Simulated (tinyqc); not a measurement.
Worked calculation: harmonic frequencies on the RHF/sto-6g surface (energies and gradients from PySCF), for H2O, spin multiplicity 1. One step of it, computed by the program tinyqc.

Problem. Normal modes. Diagonalise H_ij / sqrt(m_i m_j); the 6 smallest eigenvalues belong to translations and rotations; wavenumber = sqrt(eigenvalue / 1822.888) x 219474.63; each mode has its largest component positive (the first on a tie); zero-point energy = sum of wavenumbers / 2, with 349.755 1/cm per kcal/mol. A mass of 2.014 u marks deuterium.

Hessian (symmetrised) (hartree/bohr^2):
```
             1Ox          1Oy          1Oz          2Hx          2Hy          2Hz          3Hx          3Hy
1Ox   0.00301718   0.03000717   0.03419158  -0.00264806  -0.02566163  -0.03063447  -0.00036738  -0.00434553
1Oy   0.03000717   0.78767735   0.00478530  -0.03217219  -0.37261554  -0.33192732   0.00216501  -0.41506290
1Oz   0.03419158   0.00478530   0.62363124  -0.02612618  -0.21254348  -0.33189822  -0.00806581   0.20775805
2Hx  -0.00264806  -0.03217219  -0.02612618   0.00265640   0.03040209   0.02751251  -0.00000921   0.00177010
2Hy  -0.02566163  -0.37261554  -0.21254348   0.03040209   0.40900566   0.27427002  -0.00474055  -0.03638951
2Hz  -0.03063447  -0.33192732  -0.33189822   0.02751251   0.27427002   0.31457855   0.00312218   0.05765728
3Hx  -0.00036738   0.00216501  -0.00806581  -0.00000921  -0.00474055   0.00312218   0.00037572   0.00257554
3Hy  -0.00434553  -0.41506290   0.20775805   0.00177010  -0.03638951   0.05765728   0.00257554   0.45145288
3Hz  -0.00355711   0.32714212  -0.29173739  -0.00138635  -0.06172715   0.01732190   0.00494367  -0.26541482

             3Hz
1Ox  -0.00355711
1Oy   0.32714212
1Oz  -0.29173739
2Hx  -0.00138635
2Hy  -0.06172715
2Hz   0.01732190
3Hx   0.00494367
3Hy  -0.26541482
3Hz   0.27441764
```

masses (u): 1O 15.994915, 2H 2.014102, 3H 1.007825

Give: eigenvalues of the mass-weighted Hessian; harmonic wavenumbers of the vibrations; mass-weighted modes; zero-point energy.

Solution.

eigenvalues of the mass-weighted Hessian (hartree/(bohr^2 u)): [0.000, 0.000, 0.000, 0.000, 0.000, 0.000, 0.136, 0.355, 0.679]

harmonic wavenumbers of the vibrations (1/cm): [1893.2, 3061.5, 4236.7]

mass-weighted modes, order 1Ox, 1Oy, 1Oz, 2Hx, 2Hy, 2Hz, 3Hx, 3Hy, 3Hz:
$$\begin{pmatrix}
-0.016 & -0.021 & -0.002 \\
0.014 & -0.227 & -0.214 \\
-0.295 & -0.224 & 0.118 \\
0.007 & 0.060 & 0.006 \\
-0.381 & 0.716 & 0.051 \\
0.399 & 0.608 & 0.071 \\
0.052 & -0.002 & -0.002 \\
0.484 & -0.108 & 0.779 \\
0.609 & 0.031 & -0.571
\end{pmatrix}$$

zero-point energy = 13.140 kcal/mol
